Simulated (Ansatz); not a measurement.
**CHCl (triplet): basis-set convergence**

The task here is to estimate one member of a computed series from the others.

Computed with Ansatz 0.2.0, Gaussian basis. Level: one geometry, several basis sets.

The runs, in order: PBE0-D4/def2-SVP; ωB97M-V/def2-SVP; PBE0-D4/def2-QZVPP; ωB97M-V/def2-QZVPP; CCSD(T)/cc-pV(D+d)Z; CCSD(T)/cc-pV(T+d)Z; CCSD(T)/cc-pV(Q+d)Z; the functionals' def2-TZVPP values are taken from earlier runs.

### The geometry

An earlier PBE0-D4 in a triple-zeta def2 set relaxation fixed the geometry.

3 atoms, charge 0, spin multiplicity 3.

Atoms are counted from 1 here; the program's logs count them from 0.

Bond lengths: C1–Cl2 1.646 Å, C1–H3 1.083 Å. Angles: Cl2–C1–H3 127.2°.

Set-up of the first run:

in.yaml

```yaml
crystal:
  periodic: [false, false, false]
  atoms:
    - {symbol: C, position_ang: [-0.219758, -0.345408, -0.155271]}
    - {symbol: Cl, position_ang: [1.182214, -0.023352, 0.645339]}
    - {symbol: H, position_ang: [-0.962456, 0.368761, -0.490068]}
basis:
  gaussian: {orbitals: def2-SVP}
magnetization: {spin_polarized: true, initial_magnetization: 2}
hamiltonian: {xc: pbe0, dispersion: d4}
output: {orbitals: {seedname: orbitals}}
```

Started as:

```console
$ ansatz run in.yaml --threads 2 --pin off --events-out ev --progress --plain --max-ram 20480MiB --backend cpu
```

Steps of the session up to this table: PBE0-D4 in def2-SVP; ωB97M-V in def2-SVP; PBE0-D4 in def2-QZVPP; ωB97M-V in def2-QZVPP.

One table of the session follows, with a row left open; its other results are not shown here.

It belongs to the step «Functionals by basis». 

| functional | basis | HOMO (eV) | LUMO (eV) |
| --- | --- | --- | --- |
| PBE0-D4 | def2-SVP | -6.30 | -2.10 |
| PBE0-D4 | def2-TZVPP | -6.42 | -2.40 |
| PBE0-D4 | def2-QZVPP | -6.45 | -2.45 |
| ωB97M-V | def2-SVP | ? | ? |
| ωB97M-V | def2-TZVPP | -8.49 | -0.52 |
| ωB97M-V | def2-QZVPP | -8.53 | -0.60 |

Estimate the missing values for ωB97M-V, def2-SVP.

The run gave: HOMO (eV): -8.34; LUMO (eV): -0.04. In the column «HOMO (eV)» it lies between ωB97M-V, def2-TZVPP (-8.49) and PBE0-D4, def2-QZVPP (-6.45).
